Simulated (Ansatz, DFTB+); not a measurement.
**Abstraction of H: HNCO + CHO2 → NCO + CH2O2**

Species: HNCO (isocyanic acid) `N=C=O`, singlet; CHO2 `O=[C]O`, doublet; NCO (nco radical) `[N]=C=O`, doublet; CH2O2 (formic acid) `O=CO`, singlet. A radical takes H: the energy is the difference in strength between the N–H bond broken and the C–H bond made.

Shapes, held fixed at every level: PBE0-D4/def2-TZVP. Flexible molecules stand in one conformer, not always the lowest. Programs: Ansatz 0.2.0, DFTB+ 25.1. The zero-point and thermal change to 298 K, harmonic and unscaled (PBE0-D4/def2-TZVP), is +3.4 kJ/mol.

Question: Estimate ΔH(298 K) of this reaction.

Answer: The highest level, CCSD(T)/CBS estimate, gives ΔH(298 K) = +46.8 kJ/mol; the levels span +18.5 to +79.7. The column of differences is taken from that level and isn't an error. No measured value is set beside it here. Spin contamination: NCO (⟨S²⟩ up to 0.84). Open shells run unrestricted unless RO is named. The CBS estimate extrapolates MP2 from def2-TZVPP and def2-QZVPP and adds CCSD(T) − MP2 in the triple-zeta set, cores frozen. Times are processor times on shared x86 and Arm servers, and rough.

```json
{"level": "DFTB2-D4", "kind": "semi-empirical", "ΔH(298 K) (kJ/mol)": "+18.5", "less CCSD(T)/CBS estimate": "-28.3", "CPU time (sum over the molecules)": "0.25 s"}
{"level": "SPW92/def2-TZVPP", "kind": "LDA", "ΔH(298 K) (kJ/mol)": "+77.9", "less CCSD(T)/CBS estimate": "+31.1", "CPU time (sum over the molecules)": "9.6 s"}
{"level": "BHLYP-D4/def2-TZVPP", "kind": "global hybrid", "ΔH(298 K) (kJ/mol)": "+37.5", "less CCSD(T)/CBS estimate": "-9.3", "CPU time (sum over the molecules)": "15 s"}
{"level": "wB97M-V/def2-TZVPP", "kind": "range-separated hybrid", "ΔH(298 K) (kJ/mol)": "+42.5", "less CCSD(T)/CBS estimate": "-4.3", "CPU time (sum over the molecules)": "59 s"}
{"level": "wB97X-V/def2-TZVPP", "kind": "range-separated hybrid", "ΔH(298 K) (kJ/mol)": "+42.3", "less CCSD(T)/CBS estimate": "-4.5", "CPU time (sum over the molecules)": "40 s"}
{"level": "MP2/def2-SVP", "kind": "perturbation theory", "ΔH(298 K) (kJ/mol)": "+79.7", "less CCSD(T)/CBS estimate": "+32.9", "CPU time (sum over the molecules)": "–"}
{"level": "CCSD/def2-SVP", "kind": "coupled cluster or CI", "ΔH(298 K) (kJ/mol)": "+33.2", "less CCSD(T)/CBS estimate": "-13.6", "CPU time (sum over the molecules)": "–"}
{"level": "CCSD(T)/CBS estimate", "kind": "coupled cluster or CI", "ΔH(298 K) (kJ/mol)": "+46.8", "less CCSD(T)/CBS estimate": "0.0", "CPU time (sum over the molecules)": "20 min"}
```
